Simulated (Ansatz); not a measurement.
# CH₅AlMg: a rigid scan of the angle Mg1–C2–H6

An exercise on one series of results from a longer session: the logs are not shown, and one member is left open.

Program: Ansatz 0.2.0, Gaussian basis. Level of theory: single points in def2-TZVPP. These are calculated values, not measurements.

Levels: PBE-D4, r2SCAN-D4, PBE0-D4, B3LYP-D4, wB97M-V, Hartree-Fock, MP2, CCSD, CCSD(T). The scan takes 78.4, 84.4, 90.4, 96.4, 102.4, 108.4, 114.4, 120.4, 126.4°.

Cores are frozen in the correlated methods. The outer core shell of Li, Na, Mg and K is correlated. B3LYP uses VWN-RPA correlation.

44 further runs of the same task are left out: 44 set aside as unsound or not needed.

## The system as given

The minimum, relaxed at PBE0-D4: SMILES `[MgH][CH2][AlH2]`, 8 atoms, charge 0, spin multiplicity 1.

Atoms are counted from 1 here; the program's logs count them from 0.

Bond lengths: Mg1–C2 2.087 Å, Mg1–H4 1.704 Å, C2–Al3 1.906 Å, C2–H5 1.098 Å, C2–H6 1.098 Å, Al3–H7 1.594 Å, Al3–H8 1.594 Å. Angles: C2–Mg1–H4 178.1°, Mg1–C2–Al3 115.9°, Mg1–C2–H5 102.4°, Mg1–C2–H6 102.4°, Al3–C2–H5 113.0°, Al3–C2–H6 113.0°, H5–C2–H6 109.1°, C2–Al3–H7 120.5°, C2–Al3–H8 120.5°, H7–Al3–H8 118.7°.

Coordinates:

```
Mg   -1.5848    0.8099   -0.7160
C     0.1790    0.6074    0.3806
Al    1.0534   -1.0802    0.2437
H    -3.0296    1.0269   -1.5925
H    -0.1505    0.8388    1.4020
H     0.7883    1.4386    0.0022
H     2.0914   -1.3607   -0.9336
H     0.6527   -2.2806    1.2135
```

Energies of the minimum (eV), from earlier single points: PBE-D4 -13150.75481, r2SCAN-D4 -13157.36303, PBE0-D4 -13152.16306, B3LYP-D4 -13161.29606, wB97M-V -13157.88661, CCSD(T) -13138.14244.

At the minimum the angle Mg1–C2–H6 is 102.4°.

The first run:

Input file ccsdt-tzvpp/in.yaml:

```yaml
crystal:
  periodic: [false, false, false]
  atoms:
    - {symbol: Mg, position_ang: [-1.108030, 1.468006, -1.018578]}
    - {symbol: C, position_ang: [0.179045, 0.607411, 0.380619]}
    - {symbol: Al, position_ang: [1.053448, -1.080210, 0.243738]}
    - {symbol: H, position_ang: [-2.154194, 2.218685, -2.134122]}
    - {symbol: H, position_ang: [-0.150499, 0.838751, 1.402007]}
    - {symbol: H, position_ang: [0.788312, 1.438648, 0.002178]}
    - {symbol: H, position_ang: [2.091370, -1.360745, -0.933591]}
    - {symbol: H, position_ang: [0.652719, -2.280627, 1.213550]}
basis:
  gaussian: {orbitals: def2-TZVPP}
correlation: {method: ccsd_t}
```

No record of the launch command was kept for these runs.

Steps of the session up to this table: Mg1–C2–H6 = 78.4°; Mg1–C2–H6 = 84.4°; Mg1–C2–H6 = 90.4°; Mg1–C2–H6 = 96.4°; Mg1–C2–H6 = 102.4°; Mg1–C2–H6 = 108.4°; Mg1–C2–H6 = 114.4°; Mg1–C2–H6 = 120.4°; Mg1–C2–H6 = 126.4°.

One table of the session follows, with a row left open; its other results are not shown here.

Energies less that of the minimum at the same level (kJ/mol):

```
      angle (°)  PBE-D4  PBE0-D4  B3LYP-D4  wB97M-V  Hartree-Fock
           78.4    15.9     16.2      15.8     15.7          15.2
           84.4     8.8      8.9       8.6      8.6           8.0
           90.4     3.9      3.9       3.7      3.7           3.1
           96.4     1.0      1.0       0.8      0.8           0.5
102.4 (minimum)     0.0      0.0       0.0      0.0           0.0
          102.4     0.0      0.0       0.0      0.0           0.0
          108.4     0.9      1.0       1.2      1.1           1.8
          114.4       ?        ?         ?        ?             ?
          120.4     8.0      8.7       9.4      9.3          12.0
          126.4    14.1     15.3      16.4     16.1          20.4
```

Q: Estimate the row for angle (°) = 114.4 from the others.

Worked estimate for «PBE-D4». A straight line through the neighbours (108.4, 0.9) and (120.4, 8.0) gives 0.9 + (8.0 − 0.9) × (114.4 − 108.4) / (120.4 − 108.4) = 4.4; a parabola fitted to 4 rows on both sides gives 3.6.

As computed: PBE-D4: 3.6; PBE0-D4: 3.9; B3LYP-D4: 4.3; wB97M-V: 4.2; Hartree-Fock: 5.8. In «PBE-D4» the line misses by +0.8 and the parabola by 0.0.

Limits of these values: A polynomial through the near points puts the CCSD(T) minimum 0.8° below the PBE0-D4 value.
